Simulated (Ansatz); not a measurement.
TaPb2: from a trial structure to a relaxed crystal

The calculation used DFT PBE, scalar-relativistic, plane waves, PAW (Ansatz 0.2.0). Cutoff 420 eV, Γ-centred k mesh, Gaussian smearing, no spin polarisation in the final step.

A relaxed cell is given with its space group left out.

```yaml
crystal:
  lattice:
    - [-1.88581, 1.88581, 4.97720]
    - [1.88581, -1.88581, 4.97720]
    - [1.88581, 1.88581, -4.97720]
  atoms:
    - { symbol: Ta, position: [0.00000, 0.00000, 0.00000] }
    - { symbol: Pb, position: [0.65658, 0.65658, 0.00000] }
    - { symbol: Pb, position: [0.34342, 0.34342, 0.00000] }
```

Formation energies are uncorrected and refer to the elements' standard structures at the same level.

(1) What space group does it have?

(2) How far does it lie from the elements in energy?

(3) Is it a metal?

Answers

(1) I4/mmm (No. 139). Conventional cell: a = 3.772 Å, c = 9.954 Å. Ta is coordinated by 8 Pb at 3.09 Å, 2 Pb at 3.42 Å and 4 Ta at 3.77 Å; Pb is coordinated by 4 Ta at 3.09 Å, 5 Pb at 3.12–3.25 Å, 1 Ta at 3.42 Å and 4 Pb at 3.77 Å.

(2) 0.59 eV/atom.

(3) Yes, bands cross the Fermi level on the 18×18×18 mesh.

The final run used a 18×18×18 mesh on its 3-atom cell and 0.10 eV smearing. For metals, differences of a few meV/atom aren't resolved. Spin–orbit coupling is left out. The cell came from a trial start, so TaPb2 may not exist in this structure.

Cost: 3 runs of about 4.3 core-minutes in all, on Arm Neoverse V1 (shared hosts).